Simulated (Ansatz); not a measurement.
For litharge PbO, r²SCAN in Ansatz (plane waves, PAW) gives:

- equilibrium lattice constant a: 3.987 Å
- c axis length: 5.335 Å

Q: What does PBE0-D4 in Ansatz (plane waves, PAW) give for the same quantities?

A: 
- lattice constant a: 3.959 Å (falls by 0.7 %)
- lattice parameter c: 4.985 Å (falls by 6.6 %)

For comparison: lattice constant a 3.975 Å (measured, room temperature, not corrected to a static lattice, our sources range from 3.964 to 3.975; as tabulated in Canepa et al. (2012), arXiv:1204.2842); lattice parameter c 5.023 Å (measured, room temperature, not corrected to a static lattice, our sources range from 4.995 to 5.023; as tabulated in Canepa et al. (2012), arXiv:1204.2842).

Changes are worked out from the printed values.

Unless a cell is named, each level is at its own relaxed cell (r²SCAN 21.20, PBE0-D4 19.54 Å³/atom).

Levels without +SOC leave out spin–orbit coupling, which shifts energies and cells of such heavy elements.

Caveats: a distance lies near a switch of the dispersion term, which can move the cell (PBE0-D4); for a layered or molecular solid the relaxed cell lies over 5 % above the published volume, where the minimum can be shallow (r²SCAN); the cell comes from a level without a dispersion term, which matters for the spacing of layers, chains or molecules (r²SCAN). Ansatz's density-functional and Hartree–Fock values are scalar-relativistic unless marked +SOC, with PAW data made under PBE.

Ansatz is a quantum-chemistry and plane-wave program.
